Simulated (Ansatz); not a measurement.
The first iterations of a band of BClH2 (4 atoms, charge 0, multiplicity 1).

All numbers below come from Ansatz, RKS PBE-D4/def2-SVP.

```json
{"movable images": "4", "climbing image": "no", "spring": "5.0 eV/Å²", "optimiser": "quadratic models (default)", "start path": "through a guess of the saddle point", "force threshold": "0.03 eV/Å", "iteration limit": "60", "end points": "relaxed"}
```

Initial state:

```xyz
4
Properties=species:S:1:pos:R:3
B 0.289 0.000 0.167
H 0.249 0.000 1.378
H 1.318 0.000 -0.473
Cl -1.223 0.000 -0.706
```

Final state:

```xyz
4
Properties=species:S:1:pos:R:3
B -0.365 0.000 -1.209
H 1.677 0.000 1.789
H 1.418 0.000 1.063
Cl -2.097 0.000 -1.277
```

| iteration | highest image above the first end (eV) | largest band force component (eV/Å) |
| --- | --- | --- |
| 1 | 5.685 | 2.234 |
| 2 | 4.645 | 2.227 |
| 3 | 3.974 | 2.433 |
| 4 | 3.741 | 1.942 |
| 5 | 4.182 | 3.533 |

Question: Does the band converge within its limit, and where does its top end?

Answer: The forces met the threshold. It ended after 16 iterations with the highest image 3.714 eV above the first end. Neighbouring images differ by up to 2.0 eV, so the band resolves the path poorly. No image climbed, so the highest image needn't sit at the top of the path. The orbitals stay closed-shell, which can raise the energy where a bond breaks towards radicals; this wasn't checked here.

Run time: 37 s on 1 thread of Arm Neoverse V1 (shared host), peak memory 0.087 GiB.
